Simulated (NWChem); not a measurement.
System: water (H2O); SMILES O

Here is an NWChem input.

```
start job
memory heap 200 mb stack 900 mb global 1100 mb
geometry units angstroms noautoz
  O      0.000000     0.000000     0.143194
  H      0.757685     0.000000    -0.469929
  H     -0.757685     0.000000    -0.469929
end
basis spherical
  O library def2-tzvp
  H library def2-tzvp
end
dft
  xc b3lyp
  iterations 150
  vectors input atomic output neutral.movecs
end
task dft energy
charge 1
dft
  odft
  mult 2
  vectors input atomic output cation.movecs
end
task dft energy
```

NWChem printed, in part:

```
             Northwest Computational Chemistry Package (NWChem) 7.3.0
             --------------------------------------------------------

 C2V symmetry detected

                             Geometry "geometry" -> ""
                             -------------------------

 Output coordinates in angstroms (scale by  1.889725989 to convert to a.u.)

  No.       Tag          Charge          X              Y              Z
 ---- ---------------- ---------- -------------- -------------- --------------
    1 O                    8.0000     0.00000000     0.00000000     0.12262460
    2 H                    1.0000     0.75768500     0.00000000    -0.49049840
    3 H                    1.0000    -0.75768500     0.00000000    -0.49049840

 Effective nuclear repulsion energy (a.u.)       9.0359679248

      Symmetry information
      --------------------

 Group name             C2v
 Group number             16
 Group order               4
 No. of unique centers     2

                                 NWChem DFT Module
                                 -----------------

 Summary of "ao basis" -> "ao basis" (spherical)
 ------------------------------------------------------------------------------
       Tag                 Description            Shells   Functions and Types
 ---------------- ------------------------------  ------  ---------------------
 O                         def2-tzvp                11       31   5s3p2d1f
 H                         def2-tzvp                 4        6   3s1p

      Symmetry analysis of basis
      --------------------------

        a1         19
        a2          4
        b1         12
        b2          8

            General Information
            -------------------
          SCF calculation type: DFT
          Wavefunction type:  closed shell.
          No. of atoms     :     3
          No. of electrons :    10
           Alpha electrons :     5
            Beta electrons :     5
          Charge           :     0
          Spin multiplicity:     1
          Use of symmetry is: on ; symmetry adaption is: on
          Maximum number of iterations: 150
          AO basis - number of functions:    43
                     number of shells:    19
          Convergence on energy requested:  1.00D-06
          Convergence on density requested:  1.00D-05
          Convergence on gradient requested:  5.00D-04

              XC Information
              --------------
                         B3LYP Method XC Potential
                     Hartree-Fock (Exact) Exchange  0.200
                        Slater Exchange Functional  0.800 local
                    Becke 1988 Exchange Functional  0.720 non-local
              Lee-Yang-Parr Correlation Functional  0.810
                  VWN I RPA Correlation Functional  0.190 local

             Grid Information
             ----------------
          Grid used for XC integration:  medium
          Radial quadrature: Mura-Knowles
          Angular quadrature: Lebedev.
          Tag              B.-S. Rad. Rad. Pts. Rad. Cut. Ang. Pts.
          ---              ---------- --------- --------- ---------
          O                   0.60       49           6.0       434
          H                   0.35       45           7.0       434
          Grid pruning is: on
          Number of quadrature shells:    94
          Spatial weights used:  Erf1

      Superposition of Atomic Density Guess
      -------------------------------------

 Sum of atomic energies:         -75.78392565

      Non-variational initial energy
      ------------------------------

 Total energy =     -75.917687
 1-e energy   =    -121.498159
 2-e energy   =      36.544504
 HOMO         =      -0.474463
 LUMO         =       0.057229

      Symmetry analysis of molecular orbitals - initial
      -------------------------------------------------

  Numbering of irreducible representations:

     1 a1          2 a2          3 b1          4 b2

  Orbital symmetries:

     1 a1          2 a1          3 b1          4 a1          5 b2
     6 a1          7 b1          8 b1          9 a1         10 b2
    11 a1         12 b1         13 a1         14 a1         15 a2

   convergence    iter        energy       DeltaE   RMS-Dens  Diis-err
 ---------------- ----- ----------------- --------- --------- ---------
 d= 0,ls=0.0,diis     1    -76.4214923934 -8.55D+01  1.42D-02  4.25D-01
 d= 0,ls=0.0,diis     2    -76.4051761036  1.63D-02  7.59D-03  6.57D-01
 d= 0,ls=0.0,diis     3    -76.4610747804 -5.59D-02  9.87D-04  1.94D-02
 d= 0,ls=0.0,diis     4    -76.4625444901 -1.47D-03  1.12D-04  2.52D-04
 d= 0,ls=0.0,diis     5    -76.4625652153 -2.07D-05  1.42D-05  2.19D-06
 d= 0,ls=0.0,diis     6    -76.4625654208 -2.06D-07  1.13D-06  6.03D-09

         Total DFT energy =      -76.462565420849
      One electron energy =     -122.820316089899
           Coulomb energy =       46.651344274808
    Exchange-Corr. energy =       -9.329561530512
 Nuclear repulsion energy =        9.035967924755

 Numeric. integr. density =       10.000000464104

                  Occupations of the irreducible representations
                  ----------------------------------------------

                     irrep           alpha         beta
                     --------     --------     --------
                     a1                3.0          3.0
                     a2                0.0          0.0
                     b1                1.0          1.0
                     b2                1.0          1.0

                       DFT Final Molecular Orbital Analysis
                       ------------------------------------

 Vector    3  Occ=2.000000D+00  E=-5.252047D-01  Symmetry=b1
              MO Center=  1.7D-15,  8.0D-16, -1.0D-01, r^2= 7.9D-01
   Bfn.  Coefficient  Atom+Function         Bfn.  Coefficient  Atom+Function
  ----- ------------  ---------------      ----- ------------  ---------------
     6      0.384977  1 O  px                 9      0.297968  1 O  px
    33      0.185954  2 H  s                 39     -0.185954  3 H  s
    32      0.146272  2 H  s                 38     -0.146272  3 H  s
    12      0.126951  1 O  px                34      0.070143  2 H  s
    40     -0.070143  3 H  s                 23      0.025269  1 O  d  1

 Vector    4  Occ=2.000000D+00  E=-3.956385D-01  Symmetry=a1
              MO Center=  3.7D-16,  5.7D-16,  1.9D-01, r^2= 7.3D-01
   Bfn.  Coefficient  Atom+Function         Bfn.  Coefficient  Atom+Function
  ----- ------------  ---------------      ----- ------------  ---------------
     8      0.412859  1 O  pz                11      0.316282  1 O  pz
     5      0.235670  1 O  s                 14      0.230944  1 O  pz
     4      0.197794  1 O  s                  3      0.141343  1 O  s
    33     -0.129321  2 H  s                 39     -0.129321  3 H  s
     2     -0.090167  1 O  s                 32     -0.088758  2 H  s

 Vector    5  Occ=2.000000D+00  E=-3.161696D-01  Symmetry=b2
              MO Center= -7.7D-16, -1.8D-15,  9.3D-02, r^2= 6.7D-01
   Bfn.  Coefficient  Atom+Function         Bfn.  Coefficient  Atom+Function
  ----- ------------  ---------------      ----- ------------  ---------------
     7      0.477247  1 O  py                10      0.383198  1 O  py
    13      0.338986  1 O  py                21     -0.026711  1 O  d -1
    36      0.025310  2 H  py                42      0.025310  3 H  py

 Vector    6  Occ=0.000000D+00  E= 1.101675D-02  Symmetry=a1
              MO Center= -2.1D-14, -4.0D-16, -7.0D-01, r^2= 3.4D+00
   Bfn.  Coefficient  Atom+Function         Bfn.  Coefficient  Atom+Function
  ----- ------------  ---------------      ----- ------------  ---------------
     5      1.143655  1 O  s                 34     -0.924543  2 H  s
    40     -0.924543  3 H  s                 14     -0.341975  1 O  pz
     3      0.187348  1 O  s                  8     -0.168563  1 O  pz
    11     -0.122748  1 O  pz                33     -0.095327  2 H  s
    39     -0.095327  3 H  s                  2     -0.083178  1 O  s

 Vector    7  Occ=0.000000D+00  E= 8.672272D-02  Symmetry=b1
              MO Center=  2.0D-14,  9.4D-30, -7.1D-01, r^2= 3.9D+00
   Bfn.  Coefficient  Atom+Function         Bfn.  Coefficient  Atom+Function
  ----- ------------  ---------------      ----- ------------  ---------------
    34      1.618584  2 H  s                 40     -1.618584  3 H  s
    12     -0.680090  1 O  px                 6     -0.259114  1 O  px
     9     -0.129750  1 O  px                32      0.039266  2 H  s
    38     -0.039266  3 H  s                 33      0.034960  2 H  s
    39     -0.034960  3 H  s                 35      0.032252  2 H  px

 Vector    8  Occ=0.000000D+00  E= 3.480133D-01  Symmetry=b1
              MO Center= -7.6D-16,  2.1D-31,  7.4D-02, r^2= 2.6D+00
   Bfn.  Coefficient  Atom+Function         Bfn.  Coefficient  Atom+Function
  ----- ------------  ---------------      ----- ------------  ---------------
    33      1.410448  2 H  s                 39     -1.410448  3 H  s
    12     -1.098837  1 O  px                34     -0.623783  2 H  s
    40      0.623783  3 H  s                  9     -0.330945  1 O  px
    32      0.124567  2 H  s                 38     -0.124567  3 H  s
     6     -0.118545  1 O  px                23     -0.117378  1 O  d  1

     Multipole analysis of the density
     ---------------------------------

     L   x y z        total         alpha         beta         nuclear
     -   - - -        -----         -----         ----         -------
     0   0 0 0     -0.000000     -5.000000     -5.000000     10.000000

     1   1 0 0      0.000000      0.000000      0.000000      0.000000
     1   0 1 0     -0.000000     -0.000000     -0.000000      0.000000
     1   0 0 1     -0.833208     -0.416604     -0.416604      0.000000

[...]
```

Level: B3LYP/def2-TZVP, vertical spin-unrestricted ions. All runs use the structure optimised with PBE-D3(BJ)/def2-SVP.
